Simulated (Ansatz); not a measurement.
# F2H2Si: the cost of one run

Program: Ansatz 0.2.0. Level of theory: RKS PBE/def2-SVP. These are calculated values, not measurements.

### Step 1. The starting structure

Bond lengths: Si1–F2 1.590 Å, Si1–F3 1.590 Å, Si1–H4 1.459 Å, Si1–H5 1.459 Å. Angles: F2–Si1–F3 109.5°, F2–Si1–H4 109.5°, F2–Si1–H5 109.5°, F3–Si1–H4 109.5°, F3–Si1–H5 109.5°, H4–Si1–H5 109.5°.

Coordinates:

```xyz
5

Si    0.0000    0.0000    0.0000
F     0.0000    0.0000    1.5900
F     1.4994    0.0000   -0.5295
H    -0.6877    1.1914   -0.4862
H    -0.6877   -1.1914   -0.4862
```

### Step 2. Preparing the start

Contents of input.yaml:

```yaml
crystal:
  periodic: [false, false, false]
  atoms:
    - { symbol: Si, position_ang: [0.0, 0.0, 0.0] }
    - { symbol: F, position_ang: [0.0, 0.0, 1.59] }
    - { symbol: F, position_ang: [1.4994, 0.0, -0.5295] }
    - { symbol: H, position_ang: [-0.6877, 1.1914, -0.4862] }
    - { symbol: H, position_ang: [-0.6877, -1.1914, -0.4862] }
basis:
  gaussian: { orbitals: def2-SVP }
hamiltonian:
  xc: pbe
relax:
  f_tol: 0.02
  max_steps: 40
output:
  orbitals: {}
```

The run is started by

```
ansatz run input.yaml --threads 1 --pin off --max-ram 2048MiB --backend cpu --events-out ev --progress --plain --runs-dir out
```

Q: Estimate wall time and peak memory on 1 thread of Arm Neoverse V1, shared host.

About 5.3 s, with a peak of 0.1 GiB.
